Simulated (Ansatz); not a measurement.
C2H6Mg (`[CH3][Mg][CH3]`) at its PBE0-D4/def2-TZVP geometry, where that method's forces vanish. Total charge 0; spin multiplicity 1.

```xyz
9

C    -1.4897    1.1357   -0.9225
Mg    0.0020    0.0033    0.0009
C     1.4901   -1.1350    0.9227
H    -1.2983    2.2111   -0.8413
H    -2.4746    0.9535   -0.4792
H    -1.5743    0.9073   -1.9904
H     2.2078   -0.5105    1.4653
H     1.0732   -1.8431    1.6469
H     2.0638   -1.7223    0.1977
```

**Question.** What forces (eV/Å) does B3LYP-D4/def2-TZVPP give on these atoms in Ansatz 0.2.0? (Estimate.)

**Answer.** Computed: 
```
C1  -0.083  0.063 -0.051
Mg2 -0.001 -0.001  0.000
C3   0.083 -0.063  0.051
H4  -0.004 -0.049 -0.001
H5   0.046  0.005 -0.017
H6   0.007  0.007  0.048
H7  -0.035 -0.023 -0.026
H8   0.014  0.033 -0.033
H9  -0.028  0.028  0.029
```

B3LYP here is the variant with VWN-RPA as its local correlation; programs differ in this.
